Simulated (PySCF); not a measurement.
# Basis-set dependence of population analyses: `C=CSC#N`

Compound: C3H3NS.
Structure used (PBE0-D3(BJ)/def2-SVP), in Å, numbered top down from 1:
```
atom  x, y, z in Å
C1    -1.5758    0.5239   -0.0852
C2    -0.3779   -0.0046    0.1577
S3     1.0744    0.5541   -0.6918
C4     2.2193   -0.5208   -0.0758
N5     3.0498   -1.2339    0.3151
H6    -1.7333    1.3150   -0.8237
H7    -2.4470    0.1647    0.4666
H8    -0.2099   -0.7971    0.8917
```

PBE0 throughout (PySCF), one geometry, spherical d and f functions. Geometry: PBE0-D3(BJ)/def2-SVP, one conformer, isolated molecule. The first 7 of 8 kinds of atom are listed.

Mulliken charges (e):

| basis | functions | C1 | C2 | S3 | C4 | N5 | H6 | H7 |
| --- | --- | --- | --- | --- | --- | --- | --- | --- |
| STO-3G | 32 | -0.174 | -0.168 | +0.306 | -0.072 | -0.188 | +0.090 | +0.096 |
| 6-31G | 55 | -0.319 | -0.442 | +0.580 | -0.160 | -0.281 | +0.187 | +0.194 |
| pcSseg-0 | 55 | -0.377 | -0.501 | +0.648 | -0.188 | -0.374 | +0.243 | +0.254 |
| 6-31G* | 80 | -0.375 | -0.320 | +0.332 | +0.026 | -0.306 | +0.196 | +0.205 |
| def2-SVP | 89 | -0.063 | -0.138 | +0.092 | -0.124 | -0.030 | +0.070 | +0.084 |
| cc-pVDZ | 89 | -0.012 | -0.181 | +0.174 | -0.072 | -0.131 | +0.062 | +0.073 |
| pcSseg-1 | 107 | -0.146 | -0.331 | +0.257 | -0.012 | -0.240 | +0.140 | +0.150 |
| aug-cc-pVDZ | 146 | +0.559 | +0.689 | +0.577 | -0.266 | -0.284 | -0.340 | -0.305 |
| 6-311+G(2d,p) | 161 | -0.631 | +0.355 | -0.073 | +0.131 | -0.209 | +0.135 | +0.142 |
| def2-TZVP | 179 | -0.292 | -0.120 | +0.116 | -0.139 | -0.031 | +0.148 | +0.153 |
| cc-pVTZ | 196 | -0.262 | -0.098 | +0.121 | -0.117 | -0.057 | +0.125 | +0.141 |
| IGLO-III | 214 | -0.264 | -0.105 | +0.385 | +0.019 | -0.357 | +0.099 | +0.127 |

IAO charges (e):

```
        basis  functions      C1      C2      S3      C4      N5      H6      H7
       STO-3G         32  -0.277  -0.249  +0.354  -0.102  -0.160  +0.140  +0.147
        6-31G         55  -0.311  -0.240  +0.278  -0.045  -0.205  +0.164  +0.176
     pcSseg-0         55  -0.296  -0.245  +0.276  -0.044  -0.204  +0.160  +0.173
       6-31G*         80  -0.306  -0.242  +0.311  -0.048  -0.220  +0.157  +0.171
     def2-SVP         89  -0.305  -0.237  +0.310  -0.050  -0.214  +0.154  +0.167
      cc-pVDZ         89  -0.314  -0.240  +0.310  -0.049  -0.215  +0.158  +0.172
     pcSseg-1        107  -0.312  -0.245  +0.317  -0.046  -0.223  +0.159  +0.172
  aug-cc-pVDZ        146  -0.325  -0.242  +0.313  -0.037  -0.232  +0.163  +0.177
6-311+G(2d,p)        161  -0.325  -0.247  +0.327  -0.042  -0.235  +0.163  +0.177
    def2-TZVP        179  -0.324  -0.250  +0.331  -0.045  -0.232  +0.163  +0.176
      cc-pVTZ        196  -0.325  -0.247  +0.322  -0.043  -0.229  +0.163  +0.176
     IGLO-III        214  -0.327  -0.250  +0.334  -0.044  -0.235  +0.163  +0.177
```

Hirshfeld charges (e):

| basis | functions | C1 | C2 | S3 | C4 | N5 | H6 | H7 |
| --- | --- | --- | --- | --- | --- | --- | --- | --- |
| STO-3G | 32 | -0.069 | -0.031 | +0.172 | -0.006 | -0.177 | +0.034 | +0.036 |
| 6-31G | 55 | -0.089 | -0.049 | +0.114 | +0.023 | -0.192 | +0.061 | +0.064 |
| pcSseg-0 | 55 | -0.087 | -0.050 | +0.134 | +0.017 | -0.190 | +0.056 | +0.064 |
| 6-31G* | 80 | -0.090 | -0.044 | +0.108 | +0.035 | -0.204 | +0.060 | +0.064 |
| def2-SVP | 89 | -0.098 | -0.049 | +0.139 | +0.029 | -0.203 | +0.055 | +0.063 |
| cc-pVDZ | 89 | -0.095 | -0.048 | +0.131 | +0.024 | -0.196 | +0.055 | +0.062 |
| pcSseg-1 | 107 | -0.096 | -0.050 | +0.134 | +0.033 | -0.206 | +0.057 | +0.064 |
| aug-cc-pVDZ | 146 | -0.103 | -0.056 | +0.148 | +0.026 | -0.212 | +0.059 | +0.066 |
| 6-311+G(2d,p) | 161 | -0.099 | -0.056 | +0.147 | +0.025 | -0.214 | +0.059 | +0.064 |
| def2-TZVP | 179 | -0.100 | -0.053 | +0.141 | +0.030 | -0.212 | +0.058 | +0.065 |
| cc-pVTZ | 196 | -0.099 | -0.051 | +0.137 | +0.030 | -0.209 | +0.058 | +0.064 |
| IGLO-III | 214 | -0.104 | -0.055 | +0.159 | +0.026 | -0.218 | +0.057 | +0.065 |

Which scheme is steadiest as the basis changes?

Largest range over the bases for any column: Hirshfeld 0.06 e, IAO 0.08 e, Mulliken 1.19 e. Hirshfeld charges move least and Mulliken charges most, counted in e. Without the minimal STO-3G basis the ranges are Hirshfeld 0.05, IAO 0.06, Mulliken 1.19 e.

How much do the charges still move between the two largest bases, cc-pVTZ and IGLO-III?

At most, over all atoms: Mulliken 0.300 e, IAO 0.012 e, Hirshfeld 0.022 e.

What do the same runs give for the total energy, the frontier levels and the dipole moment?

```json
{"basis": "STO-3G", "energy (Eh)": "-562.1490", "HOMO (eV)": "-4.83", "LUMO (eV)": "2.83", "μ (D)": "3.00"}
{"basis": "6-31G", "energy (Eh)": "-568.5543", "HOMO (eV)": "-7.25", "LUMO (eV)": "-0.37", "μ (D)": "3.76"}
{"basis": "pcSseg-0", "energy (Eh)": "-567.7988", "HOMO (eV)": "-7.60", "LUMO (eV)": "-0.65", "μ (D)": "3.94"}
{"basis": "6-31G*", "energy (Eh)": "-568.6387", "HOMO (eV)": "-7.17", "LUMO (eV)": "-0.62", "μ (D)": "3.79"}
{"basis": "def2-SVP", "energy (Eh)": "-568.4105", "HOMO (eV)": "-7.32", "LUMO (eV)": "-0.63", "μ (D)": "3.78"}
{"basis": "cc-pVDZ", "energy (Eh)": "-568.6770", "HOMO (eV)": "-7.25", "LUMO (eV)": "-0.61", "μ (D)": "3.73"}
{"basis": "pcSseg-1", "energy (Eh)": "-568.6258", "HOMO (eV)": "-7.43", "LUMO (eV)": "-0.88", "μ (D)": "3.91"}
{"basis": "aug-cc-pVDZ", "energy (Eh)": "-568.6888", "HOMO (eV)": "-7.39", "LUMO (eV)": "-0.93", "μ (D)": "3.99"}
{"basis": "6-311+G(2d,p)", "energy (Eh)": "-568.7236", "HOMO (eV)": "-7.39", "LUMO (eV)": "-1.04", "μ (D)": "4.04"}
{"basis": "def2-TZVP", "energy (Eh)": "-568.7426", "HOMO (eV)": "-7.37", "LUMO (eV)": "-0.95", "μ (D)": "3.97"}
{"basis": "cc-pVTZ", "energy (Eh)": "-568.7410", "HOMO (eV)": "-7.35", "LUMO (eV)": "-0.86", "μ (D)": "3.92"}
{"basis": "IGLO-III", "energy (Eh)": "-568.7420", "HOMO (eV)": "-7.36", "LUMO (eV)": "-0.98", "μ (D)": "4.04"}
```

The dipole is fixed by the density alone, so its range of 1.04 D shows that the density itself changes with the basis, not only its division among atoms.
